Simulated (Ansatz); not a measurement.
The input, for Ansatz 0.2.0:

```yaml
crystal:
  periodic: [false, false, false]
  atoms:
    - {symbol: Ga, position_ang: [0.000000, 0.044003, 0.000000]}
    - {symbol: H, position_ang: [0.000000, -3.556087, 0.000000]}
    - {symbol: H, position_ang: [0.000000, 0.256100, -2.652694]}
    - {symbol: H, position_ang: [0.000000, 0.256100, 2.652694]}
basis:
  gaussian: {orbitals: aug-cc-pVDZ}
total_charge: 1
magnetization: {spin_polarized: false, initial_magnetization: 1}
correlation: {method: fci, electrons: outside_noble_gas}
```

```sh
$ ansatz run in.yaml --threads 1 --pin off --events-out ev --progress --plain --max-ram 2393MiB
```

The program prints:

```
1141 factors; integrals over basis functions are off by at most 2.4e-7 eV
mean field evaluation 1: about -52362.0575 eV, gradient 7.2e0 eV
mean field evaluation 2: about -52362.0575 eV, gradient 7.2e0 eV
mean field evaluation 4: about -52364.1509 eV, gradient 2.9e0 eV
mean field evaluation 8: about -52364.4618 eV, gradient 3.7e-1 eV
mean field evaluation 16: about -52364.2234 eV, gradient 3.5e0 eV
mean field -52364.46731920 eV, -1924.3586800700 hartree, gradient 2.6e-6 eV, S^2 0.750000; 1 other end points of the search recorded, 0 dependent functions left out
mean field evaluation 32: about -52364.4665 eV, gradient 2.5e-2 eV
unrestricted determinant -52368.04506738 eV, -1924.4901598905 hartree, S^2 1.7672
14 core orbitals not correlated: weight in the atoms' cores, before any rotation towards them, 1.000 or more for the frozen orbitals, at most 0.000 for the correlated occupied ones
reference -52364.46731920 eV, -1924.3586800700 hartree; 3, 2 occupied and 46, 47 virtual orbitals, 1141 factors
state -52369.20875121 eV, -1924.5329244823 hartree
Total energy: -52369.20875121 eV, -1924.5329244823 hartree
```

Natural occupations: 1.9019 1.2345 1.0000 0.7589 0.0339 0.0307 0.0302 0.0015 0.0015 0.0014 0.0013 0.0012 0.0005 0.0005 0.0004 0.0003 0.0002 0.0002 0.0002 0.0001 0.0001 0.0001 0.0001 0.0001.

Ran on 1 thread of Arm Neoverse V2, shared host: 66 s wall, 0.69 GiB peak host memory.
